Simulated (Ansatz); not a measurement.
# Multireference treatment of C4H5F, triplet

Program: Ansatz, Gaussian basis, development build. Basis cc-pVTZ, nonrelativistic, 5 orbitals frozen in the corrections. State-specific CASSCF; RHF is the lowest restricted (open-shell) Hartree–Fock solution met. Single-reference values can break down or jump between states where bonds are stretched. No symmetry is imposed, so a solution can break that of the shape. No proof that the lowest CASSCF solution was found.

Geometry:

| atom | x (Å) | y (Å) | z (Å) |
| --- | --- | --- | --- |
| C | 0.0000 | -1.8168 | -0.2523 |
| C | 0.0000 | -0.4815 | -0.2037 |
| C | 0.0000 | 0.3462 | 0.9925 |
| C | 0.0000 | 1.6862 | 0.9630 |
| F | 0.0000 | 0.2245 | -1.3671 |
| H | 0.0000 | -2.3922 | 0.6639 |
| H | 0.0000 | -2.3402 | -1.1996 |
| H | 0.0000 | -0.1905 | 1.9377 |
| H | 0.0000 | 2.2315 | 0.0267 |
| H | 0.0000 | 2.2660 | 1.8787 |

(1) What do CASSCF and its corrections give against RHF in CAS(4,4), and what are the occupations?

(2) How do single-reference totals in the same basis and frozen core stand against SC-NEVPT2 in CAS(4,4)?

(3) Roughly how much CPU time does a whole run from the default start take (median of such runs, summed over threads; nearly all runs on one pinned thread of a shared server, mostly Xeon at 2.3 to 2.6 GHz, by a development driver)?

Results:

(1) CASSCF -1.099 eV, SC-NEVPT2 -23.930 eV; occupations 1.87, 1.07, 0.94, 0.13.

(2) CCSD(T) -1.856 eV. Coupled cluster stands on the determinant that it favours, which can lie over the RHF solution above, and is in doubt where the occupations are far from 0, 1 and 2.

(3) CAS(4,4): about 1.7 min. Other jobs ran beside these, and the count of passes differs.
